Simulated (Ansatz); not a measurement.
**Si₂NH₃ (SMILES N#[Si][SiH3]): a relaxed scan of the bond length N1–Si2**

An exercise on one series of results from a longer session: the logs are not shown, and one member is left open.

Program: Ansatz 0.2.0, Gaussian basis. Level of theory: single points in def2-TZVPP. These are calculated values, not measurements.

Levels: PBE-D4, r2SCAN-D4, PBE0-D4, B3LYP-D4, wB97M-V, Hartree-Fock, MP2, CCSD, CCSD(T). The scan takes 1.280, 1.346, 1.442, 1.555, 1.680, 1.814, 1.957 Å.

Correlated methods freeze the cores. B3LYP uses VWN-RPA correlation.

32 further runs of the same task are left out: 32 set aside as unsound or not needed.

## Starting geometry

The minimum, relaxed at PBE0-D4: SMILES `N#[Si][SiH3]`, 6 atoms, charge 0, spin multiplicity 1.

Atoms are counted from 1 here; the program's logs count them from 0.

Bond lengths: N1–Si2 1.561 Å, Si2–Si3 2.345 Å, Si3–H4 1.481 Å, Si3–H5 1.481 Å, Si3–H6 1.481 Å. Angles: N1–Si2–Si3 180.0°, Si2–Si3–H4 107.0°, Si2–Si3–H5 107.0°, Si2–Si3–H6 107.0°, H4–Si3–H5 111.9°, H4–Si3–H6 111.9°, H5–Si3–H6 111.9°.

Geometry (Å):

```
N     1.28308   -2.44967    1.35670
Si    0.63264   -1.20805    0.66900
Si   -0.34394    0.65666   -0.36368
H    -1.55318    0.17555   -1.07009
H     0.66076    1.20631   -1.30240
H    -0.67937    1.61919    0.71046
```

Energies of the minimum (eV), from earlier single points: PBE-D4 -17282.31491, r2SCAN-D4 -17289.60982, PBE0-D4 -17283.34114, B3LYP-D4 -17293.23164, wB97M-V -17289.92403, CCSD(T) -17264.83047.

At the minimum the bond length N1–Si2 is 1.561 Å.

The first run:

The input, relax/in.yaml:

```yaml
crystal:
  periodic: [false, false, false]
  atoms:
    - {symbol: N, position_ang: [1.283081, -2.449674, 1.356704]}
    - {symbol: Si, position_ang: [0.749829, -1.431750, 0.792902]}
    - {symbol: Si, position_ang: [-0.226755, 0.432963, -0.239776]}
    - {symbol: H, position_ang: [-1.435995, -0.048144, -0.946184]}
    - {symbol: H, position_ang: [0.777949, 0.982613, -1.178497]}
    - {symbol: H, position_ang: [-0.562179, 1.395493, 0.834359]}
basis:
  gaussian: {orbitals: def2-TZVP}
hamiltonian: {xc: pbe0, dispersion: d4}
relax: {f_tol: 0.005, max_steps: 200, constraints: [{distance: [0, 1]}]}
```

The command line of these runs was not kept.

Steps of the session up to this table: N1–Si2 = 1.280 Å; N1–Si2 = 1.346 Å; N1–Si2 = 1.442 Å; N1–Si2 = 1.555 Å; N1–Si2 = 1.680 Å; N1–Si2 = 1.814 Å; N1–Si2 = 1.957 Å.

One of the session's tables, all rows but one given; the rest of the session is left out.

Energies less that of the minimum at the same level (eV):

| bond length (Å) | PBE-D4 | PBE0-D4 | B3LYP-D4 | wB97M-V | Hartree-Fock |
| --- | --- | --- | --- | --- | --- |
| 1.280 | 3.916 | 3.632 | 3.644 | 3.537 | 3.145 |
| 1.346 | 2.094 | 1.867 | 1.882 | 1.787 | 1.462 |
| 1.442 | 0.608 | 0.477 | 0.490 | 0.428 | 0.231 |
| 1.555 | 0.008 | 0.001 | 0.002 | -0.002 | -0.013 |
| 1.561 (minimum) | 0.000 | 0.000 | 0.000 | 0.000 | 0.000 |
| 1.680 | ? | ? | ? | ? | ? |
| 1.814 | 0.848 | 1.143 | 1.081 | 1.278 | 1.743 |
| 1.957 | 1.794 | 2.250 | 2.137 | 2.471 | 3.149 |

**Question.** Estimate the row for bond length (Å) = 1.680.

**Answer.** PBE-D4: 0.176; PBE0-D4: 0.314; B3LYP-D4: 0.290; wB97M-V: 0.373; Hartree-Fock: 0.591.

To keep in mind: PBE-D4 follows the CCSD(T) curve best and Hartree-Fock worst. 2 further points are left out, because the reference changes its state there. The T1 diagnostic is large here, over the usual mark for main-group molecules (transition-metal compounds often pass it harmlessly), so CCSD(T) itself may be off. Warnings in the runs' records: large difference.
